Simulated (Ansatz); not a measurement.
`CS(=O)(=O)O`. Total charge 0; spin multiplicity 1.

Z-matrix (Å, degrees):
```
C
S 1 1.760
H 1 1.088 2 109.3
H 1 1.089 2 108.6 3 121.7
H 1 1.090 2 106.6 3 -119.4
O 2 1.430 1 109.4 3 50.0
O 2 1.421 1 108.5 3 -175.4
O 2 1.596 1 101.2 3 -62.8
H 8 0.966 2 107.8 1 109.4
```

What are the harmonic wavenumbers in cm⁻¹ at PBE0-D4/def2-TZVP (Ansatz, finite differences of forces, unscaled)? (An estimate is asked.)

The calculation gave: 205, 225, 315, 336, 446, 501, 533, 765, 856, 973, 986, 1129, 1231, 1353, 1436, 1448, 1463, 3082, 3186, 3195, 3817.

Is this a minimum?

Yes, all 21 modes are real.

Give the ideal-gas thermochemistry at 298.15 K and 1 bar (rigid rotor, harmonic oscillator; point group C1, symmetry number 1).

Zero-point energy 164.4 kJ/mol; H(298) − E = 181.8 kJ/mol; entropy 312.0 J/(mol·K), of which translation 165.8, rotation 106.9, vibration 39.3; G(298) − E = 88.7 kJ/mol.

And at 400, 500, 600, 800 and 1000 K?


```
T (K)  H − E (kJ/mol)  S (J/mol/K)  G − E (kJ/mol)
  400           191.9        341.1            55.4
  500           203.4        366.8            20.0
  600           216.2        390.1           -17.8
  800           244.8        431.1          -100.1
 1000           276.2        466.0          -189.9
```
